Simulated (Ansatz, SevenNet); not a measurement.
B20 (FeSi-type) FeSi: properties by level of theory

Reference values: lattice constant a 4.483 Å (measured, temperature not stated, no zero-point or thermal correction; as tabulated in Wikipedia's data pages); formation enthalpy -0.400 ± 0.02 eV/atom (measured, 298 K, copied from a table, unchecked, not corrected to a static lattice; as tabulated in Wang et al. (2021), doi:10.1038/s41598-021-94550-5).

```json
[
 {"level (code)": "SevenNet-0 (SevenNet)", "lattice constant a (Å)": "4.449", "enthalpy of formation (eV/atom)": "-0.567"},
 {"level (code)": "PBE (Ansatz)", "lattice constant a (Å)": "4.448", "enthalpy of formation (eV/atom)": "…"},
 {"level (code)": "r²SCAN (Ansatz)", "lattice constant a (Å)": "…", "enthalpy of formation (eV/atom)": "…"}
]
```

Problem. Complete the blanks.

Solution. 
- PBE (Ansatz, an electronic-structure program), enthalpy of formation (eV/atom): -0.511
- r²SCAN (Ansatz), lattice constant a (Å): 4.403
- r²SCAN (Ansatz), enthalpy of formation (eV/atom): -0.274

Differences from the reference values (errors of the level alone only where the reference is corrected to a static lattice):

```tsv
level	lattice constant a (%)	formation enthalpy (eV/atom)
SevenNet-0	-0.76	-0.167
PBE	-0.78	-0.111
r²SCAN	-1.78	+0.126
```

Nearest: lattice constant a, not ranked (reference at room or unstated temperature); formation enthalpy, not ranked (one source).

Machine-learned potentials (SevenNet-0) are trained on DFT data, which may include these solids.

Ansatz's density-functional and Hartree–Fock values are scalar-relativistic unless marked +SOC, with PAW data made under PBE.

The crystal itself was run without spin with PBE, r²SCAN.

Differences are worked out from the printed values.

Static lattice: no zero-point or thermal effects.
